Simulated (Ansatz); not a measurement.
Property card for NiS

Level of theory: Ansatz 0.2.0, DFT PBEsol, scalar-relativistic, plane waves, PAW.

Plane waves to 420 eV, a k mesh through Γ of 12×12×8 on the computed 4-atom cell and Gaussian smearing (0.10 eV); no spin polarisation.

The structure is relaxed at this level of theory with its symmetry kept. Whether it is the stable form of this composition wasn't checked.

```
Ni S
1.0
     3.40544    0.00000    0.00000
    -1.70272    2.94920    0.00000
     0.00000    0.00000    5.07356
Ni S
2 2
Direct
  0.00000 0.00000 0.00000
  0.00000 0.00000 0.50000
  0.33333 0.66667 0.25000
  0.66667 0.33333 0.75000
```

| Quantity | Value |
| --- | --- |
| Space group | P6_3/mmc (No. 194) |
| Volume per atom | 12.74 Å³ |
| Formation energy from the elements' standard states (uncorrected) | -0.378 eV/atom |
| Kohn–Sham band gap | none (metal) |
| Density of states at the Fermi level | 1.60 states/eV per cell |
| Löwdin character within 0.5 eV of the Fermi level | Ni 3d 57 %, S 3p 35 % |
| Bulk modulus | 160 GPa |
| Its pressure derivative | 4.7 |
| Bader charges (e) | Ni (2 in the cell) 0.51, S (2 in the cell) -0.51 |

A ferromagnetic start lost its moments in a first run, so spin was left out; other magnetic orders weren't tried.